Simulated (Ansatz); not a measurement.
Consider the formal exchange of groups at a C–C bond: `CC(O)(F)C=N` + CH₄ → `CC(C)(O)F` + `C=N`.

Calculated with Ansatz (gas phase, PBE0-D4/def2-TZVP geometries, no zero-point term in ΔE). CCSD(T)/CBS adds triple-zeta CCSD(T) − MP2 to the extrapolated MP2 energy (def2 sets, frozen cores). This one scheme is used for every species. Functionals use def2-TZVPP. B3LYP here is the variant with VWN-RPA as its local correlation; programs differ in this. Each species was taken in one conformer, which may not be the lowest.

`CC(O)(F)C=N`:

Cartesian coordinates in Å:
```
C 1.052 0.992 0.222
C 0.193 -0.120 -0.318
O 0.991 -1.227 -0.530
F -0.345 0.290 -1.532
C -0.964 -0.470 0.600
N -2.190 -0.400 0.328
H 0.466 1.906 0.313
H 1.447 0.718 1.201
H 1.886 1.157 -0.461
H 0.433 -1.970 -0.786
H -0.653 -0.837 1.583
H -2.316 -0.039 -0.621
```

CH₄:

Z-matrix (Å, degrees):
```
C
H 1 1.090
H 1 1.090 2 109.5
H 1 1.090 2 109.5 3 -120.0
H 1 1.090 2 109.5 3 120.0
```

`CC(C)(O)F`:

```xyz
12

C     0.599    0.017   -1.134
C    -0.248    0.316    0.083
C    -0.467   -0.865    0.993
O     0.271    1.346    0.847
F    -1.501    0.718   -0.396
H     0.146   -0.776   -1.730
H     0.680    0.910   -1.759
H     1.599   -0.293   -0.827
H    -0.955   -1.672    0.448
H    -1.099   -0.561    1.828
H     0.487   -1.220    1.383
H     0.487    2.080    0.264
```

`C=N`:

Z-matrix (Å, degrees):
```
C
N 1 1.261
H 1 1.096 2 124.9
H 1 1.092 2 118.8 3 -180.0
H 2 1.021 1 111.0 3 -0.0
```

```tsv
level	ΔE (kcal/mol)	difference from CCSD(T)/CBS
PBE-D4	5.2	1.7
r2SCAN-D4	5.2	1.7
ωB97M-V	4.1	0.6
B2PLYP	4.0	0.5
PBE	4.9	1.4
r2SCAN	5.1	1.6
PBE0	4.3	0.8
B3LYP	4.0	0.5
HF/def2-TZVPP	2.4	-1.1
MP2/def2-TZVPP	4.2	0.7
SCS-MP2/def2-TZVPP	3.6	0.1
MP2/def2-QZVPP	3.9	0.4
SCS-MP2/def2-QZVPP	3.3	-0.2
HF/CBS(def2)	2.2	-1.3
MP2/CBS(def2)	3.9	0.4
CCSD/CBS(def2)	3.0	-0.5
CCSD(T)/CBS	3.5	0
```

Largest T1 diagnostic among the species: 0.012.

In def2-TZVPP, CCSD(T) changes the Hartree–Fock value by +1.4 kcal/mol (the triples alone add +0.5 kcal/mol) and MP2 by +1.8 kcal/mol.
